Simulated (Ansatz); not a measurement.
# PNH2 (singlet): the correlation ladder, cc-pVDZ

An exercise on one series of results from a longer session: the logs are not shown, and one member is left open.

Program: Ansatz 0.2.0, Gaussian basis. Level of theory: cc-pVDZ, core rule «outside noble gas», up to 6 orbitals frozen. These are calculated values, not measurements.

To be run: UHF; CCSD(T) on RHF; CCSD(T) on UHF; BCCD(T) on RHF; CISD; CCSDT(Q) on RHF; CCSDT(Q) on UHF; CCSDTQ on RHF.

11 further runs of the same task are left out: 7 for a known fault of the program, 4 set aside as unsound or not needed. Runs told in other sessions of the task aren't counted.

## The geometry

The geometry is a PBE0/def2-TZVP stationary point (not a proven minimum).

4 atoms, charge 0, spin multiplicity 1.

Atoms are counted from 1 here; the program's logs count them from 0.

Bond lengths: N1–P2 1.571 Å, N1–H3 1.021 Å, P2–H4 1.438 Å. Angles: P2–N1–H3 110.2°, N1–P2–H4 98.4°.

Set-up of the first run:

in.yaml

```yaml
crystal:
  periodic: [false, false, false]
  atoms:
    - {symbol: N, position_ang: [0.000000, -0.201021, 1.047245]}
    - {symbol: P, position_ang: [0.000000, 0.109621, -0.493159]}
    - {symbol: H, position_ang: [0.000000, 0.668588, 1.582063]}
    - {symbol: H, position_ang: [0.000000, -1.243757, -0.980300]}
basis:
  gaussian: {orbitals: cc-pVDZ}
magnetization: {spin_polarized: true, initial_magnetization: 0}
hamiltonian: {xc: hf}
output: {orbitals: {seedname: orbitals}}
```

The run is started by

```sh
$ ansatz run in.yaml --threads 1 --pin off --events-out ev --progress --plain --max-ram 2816MiB --backend cpu
```

Among the steps run: UHF; CCSD(T) on RHF; CCSD(T) on UHF; BCCD(T) on RHF; CISD; CCSDT(Q) on RHF; CCSDT(Q) on UHF; CCSDTQ on RHF.

One of the session's tables, all rows but one given; the rest of the session is left out.

It belongs to the step «Misses and costs». 

```
   method  from RCCSDTQ (kcal/mol)
      RHF                        ?
      UHF                  +201.02
     RMP2                   +23.23
     CISD                   +26.15
    RCCSD                    +8.60
 RCCSD(T)                    +1.13
  BCCD(T)                    +1.12
   RCCSDT                    +0.73
RCCSDT(Q)                    -0.09
  RCCSDTQ                        0
```

Estimate the missing values for RHF.

The run gave: from RCCSDTQ (kcal/mol): +203.96. In the column «from RCCSDTQ (kcal/mol)» it is the highest.
